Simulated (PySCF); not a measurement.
**PO₂: doublet, from a linear start**

Aim: relax PO₂ as a doublet from a linear start, check by its vibrations whether the end is a minimum, and collect its spectrum and constants.

Program: PySCF 2.14.0. Level of theory: PBE0, basis P def2-TZVP, O def2-TZVP, no relativity, density fitting. These are calculated values, not measurements.

### 1 Starting geometry

3 atoms, charge 0, spin multiplicity 2.

Bond lengths: P1–O2 1.590 Å, P1–O3 1.590 Å. Angles: O2–P1–O3 180.0°.

Coordinates in bohr (charge 0 multiplicity 2):
```
P     0.0000    0.0000    0.0000
O     0.0000    0.0000    3.0047
O     0.0000    0.0000   -3.0047
```

### 2 Finding the electronic state

One driver script runs all steps and calls PySCF; scf.py shows how it sets up the SCF of each step. The optimiser is the driver's own. After this first run the driver tries any further starts and a stability analysis.

Input file scf.py:

```python
from pyscf import gto, scf, dft
mol = gto.M(atom='''
P      0.000000     0.000000     0.000000
O      0.000000     0.000000     1.590000
O      0.000000     0.000000    -1.590000''',
    basis={'P': 'def2-TZVP', 'O': 'def2-TZVP'},
    charge=0, spin=1)
mf = dft.UKS(mol, xc='PBE0')
mf.grids.atom_grid = (50, 194)
aux = {'P': 'def2-universal-JKFIT', 'O': 'def2-universal-JKFIT'}
mf = mf.density_fit(auxbasis=aux)
mf.conv_tol = 1e-08
mf.diis_space = 10
mf.max_cycle = 60
mf.init_guess = 'minao'
mf.verbose = 4
mf.kernel()
```

Command:

```console
OMP_NUM_THREADS=4 python axn.py task.json out
```

Output:

```text
init E= -491.666051997055
[... the frontier-level lines of each cycle are left out ...]
cycle= 1 E= -491.261783431023  delta_E= 0.404  |g|= 0.788  |ddm|= 1.79
cycle= 2 E= -489.832134566165  delta_E= 1.43  |g|= 1.98  |ddm|= 1.55
cycle= 3 E= -491.527391038307  delta_E= -1.7  |g|= 0.0308  |ddm|= 1.14
cycle= 4 E= -491.527735515395  delta_E= -0.000344  |g|= 0.0248  |ddm|= 0.145
cycle= 5 E= -491.528029587372  delta_E= -0.000294  |g|= 0.00615  |ddm|= 0.0259
cycle= 6 E= -491.528048395847  delta_E= -1.88e-05  |g|= 0.00129  |ddm|= 0.00925
cycle= 7 E= -491.528050109081  delta_E= -1.71e-06  |g|= 0.000464  |ddm|= 0.00231
cycle= 8 E= -491.528050554402  delta_E= -4.45e-07  |g|= 0.000172  |ddm|= 0.000906
cycle= 9 E= -491.528050691812  delta_E= -1.37e-07  |g|= 6.4e-05  |ddm|= 0.00082
cycle= 10 E= -491.528050694315  delta_E= -2.5e-09  |g|= 7.27e-06  |ddm|= 7.58e-05
Extra cycle  E= -491.528050694285  delta_E= 3.02e-11  |g|= 1.29e-05  |ddm|= 1.52e-05
converged SCF energy = -491.528050694285  <S^2> = 0.76193752  2S+1 = 2.0119021
```

This step, with its further starts and checks, took 2.6 s on 4 threads of Arm Neoverse V1, shared host.

No lower solution of this spin turned up in the test of internal stability.

### 3 Relaxation: linear start, doublet

The program finds D∞h symmetry in the start, which this walk keeps. The walk stops when the largest gradient is under 0.0003 Eh/bohr and the energy has settled too.

scf.py, as its differences from that of step 2:

```diff
@@ -15 +14,0 @@
-mf.init_guess = 'minao'
```

The optimiser's trace:

| step | energy (Eh) | change (kJ/mol) | largest symmetric gradient (Eh/bohr) |
| --- | --- | --- | --- |
| 0 | -491.528051 | 0.00 | 0.09927 |
| 1 | -491.554115 | -68.43 | 0.02574 |
| 2 | -491.554893 | -70.47 | 0.01080 |
| 3 | -491.555087 | -70.98 | 0.00073 |
| 4 | -491.555088 | -70.99 | 0.00002 |

The walk took 4.2 s.

Positions (Å) and forces (eV/Å) along the way:

```
step 0
P    0.000   0.000   0.000   0.000   0.000   0.000
O    0.000   0.000   1.590   0.000   0.000  -5.105
O    0.000   0.000  -1.590   0.000   0.000   5.105
step 1
P    0.000   0.000   0.000   0.000   0.000  -0.001
O    0.000   0.000   1.444   0.000   0.000   1.324
O    0.000   0.000  -1.444   0.000   0.000  -1.323
step 2
P    0.000   0.000   0.000   0.000   0.000   0.000
O    0.000   0.000   1.474   0.000   0.000  -0.556
O    0.000   0.000  -1.474   0.000   0.000   0.556
step 3
P    0.000   0.000   0.000   0.000   0.000   0.000
O    0.000   0.000   1.465   0.000   0.000  -0.038
O    0.000   0.000  -1.465   0.000   0.000   0.038
step 4
P    0.000   0.000   0.000   0.000   0.000  -0.001
O    0.000   0.000   1.464   0.000   0.000   0.002
O    0.000   0.000  -1.464   0.000   0.000   0.000
```

End point (D∞h, 4 steps, 71.0 kJ/mol gained): P–O 1.464 Å (×2); O–P–O 180.0°.

### 4 Vibrations and properties at this point

The point is checked on the finer grid, and tightened if its gradient asks for it. The Hessian and the dipole derivatives come from central differences of analytic gradients, with steps of 0.02 bohr.

scf.py, as its differences from that of step 3:

```diff
@@ -4,2 +4,2 @@
-O      0.000000     0.000000     1.590000
-O      0.000000     0.000000    -1.590000''',
+O     -0.000000    -0.000000     1.464228
+O      0.000000     0.000000    -1.464228''',
@@ -9 +9 @@
-mf.grids.atom_grid = (50, 194)
+mf.grids.atom_grid = (75, 302)
@@ -12 +12 @@
-mf.conv_tol = 1e-08
+mf.conv_tol = 1e-10
```

This SCF starts from the last density.

SCF at the final geometry:

```text
init E= -491.555114206238
[... the frontier-level lines of each cycle are left out ...]
cycle= 1 E= -491.555114206215  delta_E= 2.23e-11  |g|= 8.95e-06  |ddm|= 6.79e-06
Extra cycle  E= -491.555114206111  delta_E= 1.04e-10  |g|= 1.93e-05  |ddm|= 1.45e-05
converged SCF energy = -491.555114206111  <S^2> = 0.76071397  2S+1 = 2.0106854
```

The whole step took 11 s.

Geometry: D∞h; P–O 1.464 Å (×2); O–P–O 180.0°.

Harmonic modes (main isotopes):

```csv
symmetry,ω (cm⁻¹),IR (km/mol),type
πu,566i,0.1,bend
σg+,1015,0.0,stretch
σu+,1422,148,stretch
```

2 modes are imaginary, the largest at 566i cm⁻¹: a saddle point, not a minimum.

Constants and moments:

```
Dipole moment                                                   : 0.00 D
Highest occupied level                                          : -7.38 eV
Lowest empty level                                              : -3.84 eV
Rotational constants                                            : 0.2458 cm⁻¹
Zero-point energy (real modes)                                  : 14.6 kJ/mol
Principal polarisabilities                                      : 21.7, 21.7, 37.3 bohr³
Atomisation energy without zero-point energy                    : 1005 kJ/mol
Principal traceless quadrupole moments about the centre of mass : -7.61, 3.81, 3.81 D Å
Spin squared ⟨S²⟩                                               : 0.761
```

Charges (e) and bond orders:

| atom | Mulliken | Löwdin | polar tensor | spin (Mulliken) | Mayer order to P1 |
| --- | --- | --- | --- | --- | --- |
| P1 | 0.49 | 0.38 | 0.50 | 0.88 | – |
| O2,3 | -0.24 | -0.19 | -0.25 | 0.06 | 1.98 |

Mulliken populations on P1: s 5.75, p 8.02, d 0.67, f 0.07.

### 5 Leaving the saddle point

The atoms are moved a little along the softest imaginary mode and relaxed again.

The program finds C2v symmetry in the start, which this walk keeps.

scf.py, as its differences from that of step 4:

```diff
@@ -3,3 +3,3 @@
-P      0.000000     0.000000     0.000000
-O     -0.000000    -0.000000     1.464228
-O      0.000000     0.000000    -1.464228''',
+P     -0.000000     0.120000     0.000000
+O      0.000000    -0.116189     1.464228
+O      0.000000    -0.116189    -1.464228''',
@@ -9 +9 @@
-mf.grids.atom_grid = (75, 302)
+mf.grids.atom_grid = (50, 194)
@@ -12 +12 @@
-mf.conv_tol = 1e-10
+mf.conv_tol = 1e-08
```

Steps of the walk:

| step | energy (Eh) | change (kJ/mol) | largest symmetric gradient (Eh/bohr) |
| --- | --- | --- | --- |
| 0 | -491.567767 | 0.00 | 0.03611 |
| 1 | -491.581245 | -35.39 | 0.02929 |
| 2 | -491.581564 | -36.22 | 0.05182 |
| 3 | -491.586746 | -49.83 | 0.00652 |
| 4 | -491.586828 | -50.04 | 0.00070 |
| 5 | -491.586829 | -50.05 | 0.00002 |

The walk took 5.8 s.

Geometry (Å) and forces (eV/Å) at some steps:

```
step 0
P    0.000   0.120   0.000   0.000   1.857   0.000
O    0.000  -0.116   1.464   0.000  -0.928  -1.360
O    0.000  -0.116  -1.464   0.000  -0.928   1.360
step 1
P    0.000   0.226   0.000   0.000   1.506   0.001
O    0.000  -0.169   1.409   0.000  -0.753  -0.310
O    0.000  -0.169  -1.409   0.000  -0.753   0.309
step 3
P    0.000   0.329   0.000   0.000   0.335   0.002
O    0.000  -0.221   1.353   0.000  -0.167   0.265
O    0.000  -0.221  -1.353   0.000  -0.168  -0.267
step 5
P    0.000   0.338   0.000   0.000  -0.001   0.000
O    0.000  -0.225   1.353   0.000   0.001   0.000
O    0.000  -0.225  -1.353   0.000   0.001   0.000
```

It settles in C2v symmetry, 50.0 kJ/mol below the start, after 5 steps: P–O 1.465 Å (×2); O–P–O 134.8°.

### 6 Hessian and properties

As before: finer grid, then central differences.

scf.py, as its differences from that of step 5:

```diff
@@ -3,3 +3,3 @@
-P     -0.000000     0.120000     0.000000
-O      0.000000    -0.116189     1.464228
-O      0.000000    -0.116189    -1.464228''',
+P     -0.000000     0.286521     0.000000
+O      0.000000    -0.277241     1.352463
+O      0.000000    -0.277241    -1.352463''',
@@ -9 +9 @@
-mf.grids.atom_grid = (50, 194)
+mf.grids.atom_grid = (75, 302)
@@ -12 +12 @@
-mf.conv_tol = 1e-08
+mf.conv_tol = 1e-10
```

Log of the central SCF (cycles and frontier levels):

```text
init E= -491.586793779067
[... the frontier-level lines of each cycle are left out ...]
cycle= 1 E= -491.586793779063  delta_E= 3.75e-12  |g|= 4.27e-06  |ddm|= 3.41e-06
Extra cycle  E= -491.58679377904  delta_E= 2.31e-11  |g|= 8.91e-06  |ddm|= 6.68e-06
converged SCF energy = -491.58679377904  <S^2> = 0.75599667  2S+1 = 2.0059877
```

The whole step took 16 s on 4 threads of Arm Neoverse V1, shared host.

Geometry: C2v; P–O 1.465 Å (×2); O–P–O 134.7°.

Harmonic modes (main isotopes):

```json
{"symmetry": "a1", "ω (cm⁻¹)": "396", "IR (km/mol)": "29.8"}
{"symmetry": "a1", "ω (cm⁻¹)": "1107", "IR (km/mol)": "4.4"}
{"symmetry": "b2", "ω (cm⁻¹)": "1375", "IR (km/mol)": "102"}
```

No imaginary mode, so this is a minimum.

Constants and moments:

```yaml
Dipole_moment: 1.47 D
Highest_occupied_level: -8.93 eV
Lowest_empty_level: -5.04 eV
Rotational_constants: 3.37, 0.2881, 0.2654 cm⁻¹
Zero-point_energy: 17.2 kJ/mol
Principal_polarisabilities: 19.1, 22.1, 34.3 bohr³
Atomisation_energy_without_zero-point_energy: 1088 kJ/mol
Principal_traceless_quadrupole_moments_about_the_centre_of_mass: -7.26, 2.90, 4.36 D Å
Entropy_at_298.15_K_and_1_bar_electronic_part_spin_only: 254.3 J/(mol K)
Heat_capacity_Cp_at_298.15_K: 41.1 J/(mol K)
Enthalpy_at_298.15_K_above_0_K: 10.82 kJ/mol
Rotational_symmetry_number: 2
Spin_squared_⟨S²⟩: 0.756
```

Charges (e) and bond orders:

| atom | Mulliken | Löwdin | polar tensor | spin (Mulliken) | Mayer order to P1 |
| --- | --- | --- | --- | --- | --- |
| P1 | 0.69 | 0.38 | 0.85 | 0.59 | – |
| O2,3 | -0.34 | -0.19 | -0.43 | 0.21 | 2.04 |

Outer orbital energies (eV). α occupied: -28.89, -16.07, -13.33, -12.80, -12.62, -10.64, -10.58, -8.93; empty: -2.42, 0.57, 2.47, 5.41. β occupied: -29.64, -28.32, -15.18, -12.40, -12.38, -12.18, -10.55, -10.16; empty: -5.04, -1.67, 1.05, 2.91.

Mulliken populations on P1: s 5.52, p 8.10, d 0.61, f 0.07.

### 7 All stationary points

| spin | group | bonds | imaginary modes (cm⁻¹) | ΔE (kJ/mol) | with zero-point energy |
| --- | --- | --- | --- | --- | --- |
| doublet | C2v | P–O 1.465 Å (×2) | none | 0.0 | 0.0 |
| doublet | D∞h | P–O 1.464 Å (×2) | 566i, 566i | 83.2 | – |

### 8 Outcome

| quantity | value |
| --- | --- |
| minimum | doublet, C2v |
| geometry | P–O 1.465 Å (×2); O–P–O 134.7° |
| wavenumbers (cm⁻¹) | 396 (a1), 1107 (a1), 1375 (b2) |
| dipole moment | 1.47 D |
| highest occupied, lowest empty level (either spin) | -8.93, -5.04 eV |
| polar-tensor charge of P1 | +0.85 e |
| zero-point energy | 17.2 kJ/mol |
| entropy at 298.15 K | 254.3 J/(mol K) |
| atomisation energy (no zero-point energy) | 1088 kJ/mol |
| ⟨S²⟩ | 0.756 |

From D∞h at the start the molecule goes to a C2v minimum, after a stop at a second-order saddle point 83.2 kJ/mol higher, from which it was pushed off along an imaginary mode. The strongest infrared band lies at 1375 cm⁻¹ (b2, stretch). Most of the spin sits on P1 (Mulliken spin 0.59, against 1 for the whole molecule). Other starts or spin states, not run here, may lie lower.

The search up to here took 40 s.
